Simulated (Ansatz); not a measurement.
System: zinc-blende BeTe. Method: PBE0 (Ansatz, a program for electronic structure, PAW).

Input file:

Ansatz 0.2 input:
```yaml
crystal:
  lattice:
    - [0.0, 2.8285486473, 2.8285486473]
    - [2.8285486473, 0.0, 2.8285486473]
    - [2.8285486473, 2.8285486473, 0.0]
  atoms:
    - { symbol: Be, position: [0.0, 0.0, 0.0] }
    - { symbol: Te, position: [0.75, 0.75, 0.75] }
kpoints:
  mp_grid: { grid: [6, 6, 6] }
hamiltonian:
  xc: pbe0
  pseudopotentials: { kind: paw }
  dispersion: none
scf:
  occupations: { method: gaussian, width: 0.02 }
output:
  forces: true
  stress: true
  eigenvalues: true
basis:
  ecutwfc: 500
  ecutrho_ratio: 4
  xc_grid: 2
magnetization:
  spin_polarized: false
```

The run printed, among other lines:

```
WARN output.stress: scf.convergence.dr2_threshold = 1e-7 eV (the SCF's general default) is looser than the 2e-10 eV advised for a printed stress (1e-10 eV for …
WARN output.stress: scf.exx.energy_threshold = 1e-6 eV is looser than the 2e-8 eV advised for a stress under a hybrid functional (1e-8 eV for each atom of the …
Crystal: 2 atoms, lattice volume = 45.261 Å³
Basis set: ecut = 500 eV, 1139 PW (Γ), exchange–correlation on 60×60×60 points (8 copies of the dense FFT grid, shifted against one another)
Bands: 13, of which v1, the nominal top of the filled ones, is band 9 counted from 1 (8 counted from 0)
Symmetry: 24 space group operations
Space group: F-43m (ITA 216), of the structure as read, at distance tolerance 3.6e-5 Å
k-points: 16 of 216 (time reversal used)
Functional: x = pbe(κ = 0.804, μ = 0.2195149727645171), c = pbe(β = 0.06672455060314922), warm-up for x = 0.75 pbe(κ = 0.804, μ = 0.2195149727645171) + 0.25 exact, c = pbe(β = 0.06672455060314922)
SCF iter   1: F=—  HF=-7073.439876 eV  |F-HF|=—  |Δ(HF+E_count)|=         —  Δρ=4.43e-4  dr2=5.47e-5
SCF iter   2: F=-7073.440024 eV  HF=-7073.439985 eV  |F-HF|=3.86e-5  |Δ(HF+E_count)|=   1.09e-4  Δρ=2.12e-4  dr2=6.82e-6
Crystal: 2 atoms, lattice volume = 45.261 Å³
Initial density: handed on by an earlier stage of this run
Functional: x = 0.75 pbe(κ = 0.804, μ = 0.2195149727645171) + 0.25 exact, c = pbe(β = 0.06672455060314922)
  ...
Crystal: 2 atoms, lattice volume = 45.261 Å³
SCF iter   3: F=—  HF=-7077.382221 eV  |F-HF|=—  |Δ(HF+E_count)|=   3.10e-8  Δρ=4.37e-6  dr2=3.53e-8
SCF iter   4: F=-7077.382221 eV  HF=-7077.382221 eV  |F-HF|=2.30e-9  |Δ(HF+E_count)|=   1.39e-7  Δρ=2.78e-6  dr2=5.57e-9
SCF 3 converged in 4 iterations: F = -7077.382221 eV  dr2 = 5.57e-9
Free energy (F): -7077.382222 eV
Internal energy: -7077.382222 eV  (E = F + TS)
E sigma→0 (E₀):  -7077.382222 eV
Fermi energy:    8.125838 eV
--- Stress (GPa, compression-positive) ---
       -0.821428       0.000000       0.000000
        0.000000      -0.821428       0.000000
       -0.000000       0.000000      -0.821428
  P = ⅓ Tr σ = -0.8214 GPa (-8.214 kbar)
```

The PAW data were made under PBE.

Note: cell and atoms aren't relaxed at this level (pressure -0.8 GPa).
